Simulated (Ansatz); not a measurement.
System: Ga2S3 (Cc, No. 9). Method: r²SCAN+rVV10 (PAW; Ansatz, a first-principles code).

Run with plane-wave cutoff 500 eV, 8×8×8 k mesh, Fermi–Dirac smearing 0.05 eV, scalar-relativistic PAW data made under PBE.

Cell (relaxed at this level):

```xyz
10
Lattice="5.5642 -3.2016 -0.0078 5.5642 3.2016 -0.0078 -3.6101 0.0000 6.0250" Properties=species:S:1:pos:R:3 pbc="T T T"
Ga     7.4990     0.4302     2.2772
Ga     5.6939    -0.4302     5.2897
Ga     3.7330     0.6234     2.2288
Ga     1.9280    -0.6234     5.2413
S      5.5513    -0.5912     2.9794
S      3.7462     0.5912     5.9919
S      1.8460    -0.5424     2.9348
S      0.0410     0.5424     5.9473
S      5.5301    -2.6437     0.0867
S      3.7250     2.6437     3.0991
```

Q: What does this level give for the band gap?

A: 
* **band gap**: 2.35 eV (on the SCF k mesh)

Spin–orbit coupling is not included.

Static lattice: no zero-point or thermal effects.
